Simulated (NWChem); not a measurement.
Worked example: ideal-gas entropy of SiH2S (SMILES [SiH]S)

A singlet with charge 0, relaxed at SVWN5/DGauss-DZVP (NWChem 7.3.0):

```xyz
4

Si   -0.0673    1.1538    0.0000
S     0.0452   -0.9755    0.0000
H     1.4765    1.1775    0.0000
H    -1.2927   -1.2536    0.0000
```

Harmonic wavenumbers in cm⁻¹: 506, 615, 648, 902, 1981, 2563.

Masses in u: Si 28.085, S 32.06, H 1.008. Take T = 298.15 K, p = 1 bar, R = 8.3145 J/(mol K), kT/hc = 207.22 cm⁻¹, rigid rotor and harmonic oscillator.

**Question.** Work out S° at 298 K.

**Answer.** 
1. Translation (Sackur–Tetrode): S = R[3/2 ln M + 5/2 ln T − 1.1517] with M = 62.161 gives 160.4 J/(mol K).
2. Rotation: principal moments 4.073, 70.861, 74.934 u Å² give A, B, C = 4.1389, 0.2379, 0.225 cm⁻¹; the symmetry number is σ = 1; q = (√π/σ)√((kT/hc)³/ABC) = 11233; S = R(ln q + 3/2) = 90.0.
3. Vibration: with u = ν̃/207.22, each mode gives R[u/(eᵘ − 1) − ln(1 − e⁻ᵘ)]; the sum is 6.6, most from 506 cm⁻¹ (2.7), 615 cm⁻¹ (1.8), 648 cm⁻¹ (1.6).
4. Spin: R ln 1 = 0.0.
5. Sum: 160.4 + 90.0 + 6.6 + 0.0 = 257.0 J/(mol K).

No measured value is set beside it here.
